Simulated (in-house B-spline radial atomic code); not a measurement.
Results of a calculation; reference values are marked as such.
## H ion on Al atom: potential, deflection and energy transfer

The pair potential comes from two frozen, spherical free-atom densities (PBE, B-spline radial code, scalar-relativistic past argon): electrostatics plus the change in Thomas-Fermi kinetic and Dirac exchange energy where they overlap, the recipe behind the universal ZBL potential, which averages such potentials (from solid-state densities) over many pairs. It is written V = (Z1 Z2 e²/r) φ(r/a), with e² = 14.3996 eV·Å and a = 0.46850 Å/(Z1^0.23 + Z2^0.23); ZBL's fit is φ = 0.18175 e^(−3.1998x) + 0.50986 e^(−0.94229x) + 0.28022 e^(−0.4029x) + 0.02817 e^(−0.20162x). Where φ falls below 4e-4 it is continued as an exponential.

Masses 1.01 and 26.98 u.

```tsv
x = r/a	φ, this pair	φ, ZBL
0.1	0.8965	0.8928
0.5	0.6323	0.6096
1.5	0.306	0.2995
3	0.1403	0.1292
5	0.06253	0.05224
8	0.01604	0.01705
12	0.002088	0.00474
```

At x = 6.5 the electrostatic, kinetic and exchange parts are -1.67, 10.35 and -3.11 eV. Find r, V and φ.

a = 0.46850/(1.0000 + 1.8039) = 0.16709 Å, so r = 1.08609 Å. V = -1.67 + 10.35 + (-3.11) = 5.57 eV. The bare repulsion is 1 × 13 × 14.3996/1.08609 = 172.36 eV, so φ = 0.0323, +10.9 % against ZBL's 0.0291. The kinetic (Pauli) term is 186 % of V here, as the other two terms together attract.

The ion comes in at 1.162 keV with impact parameter 0.0835 Å. The scattering integral gives a centre-of-mass angle of 65.23° and a closest approach of 0.8103 a. What are the reduced energy, the energy passed on and the laboratory angles?

ε = E a M2/(Z1 Z2 e² (M1 + M2)) = 1162 × 8.6039e-04 = 1. The most that one collision can pass on is γE with γ = 4 M1 M2/(M1 + M2)² = 0.1391. Here T = γE sin²(θ/2) = 0.1391 × 1162 × 0.2905 = 46.98 eV. The ion turns by arctan(sin θ/(cos θ + M1/M2)) = 63.3°, and the struck atom leaves at (180° − θ)/2 = 57.4°. The closest approach is 0.135 Å. With ZBL the angle would be 63.04° and T = 44.19 eV.
